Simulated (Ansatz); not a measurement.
The same path of AlH$_{7}$OSi (10 atoms, charge 0, multiplicity 1) was run 3 times with different band settings. Lost on the way: Al1–H2, H5–O6. Made: H2–H5.

All numbers below come from Ansatz 0.2.0, RKS PBE-D4/def2-SVP.

Relaxed end points:

```xyz
10
Properties=species:S:1:pos:R:3
Al -1.695 0.202 0.001
H -2.390 -0.540 1.248
H -2.391 0.108 -1.446
H -0.820 1.540 0.325
H 0.136 -1.733 -0.378
O 0.035 -0.776 -0.219
Si 1.482 0.160 0.071
H 2.570 -0.859 -0.137
H 1.494 0.652 1.480
H 1.579 1.247 -0.945
```

```xyz
10
Properties=species:S:1:pos:R:3
Al -1.510 0.525 -0.208
H -1.983 -1.666 0.576
H -2.226 0.164 -1.586
H -2.274 1.112 1.061
H -1.210 -1.647 0.570
O 0.207 0.448 -0.149
Si 1.858 0.305 -0.083
H 2.242 -1.152 -0.018
H 2.405 0.995 1.140
H 2.492 0.916 -1.304
```

Common settings: climbing image yes; spring 5.0 eV/Å²; optimiser quadratic models (default); force threshold 0.05 eV/Å; iteration limit 60; end points relaxed.

| run | movable images | start path |
| --- | --- | --- |
| 1 | 7 | through a guess of the saddle point |
| 2 | 1 | through a guess of the saddle point |
| 3 | 7 | straight line |

Q: What does each run give, and how far can it be trusted?

A: Run 1: converged after 14 iterations, highest image 0.378 eV above the first end. A vibrational analysis at the climbing image gives one clearly imaginary mode, 994i cm⁻¹: a first-order saddle point.
Run 2: converged after 21 iterations, highest image 0.381 eV above the first end. The order of the stationary point at the top wasn't checked. So few images can step over the top or miss a turn of the path.
Run 3: converged after 14 iterations, highest image 0.378 eV above the first end. Another band between the same ends (7 images) ends at a top of the same energy, where a vibrational analysis finds 1 clearly imaginary mode.
The orbitals stay closed-shell, which can raise the energy where a bond breaks towards radicals; this wasn't checked here.
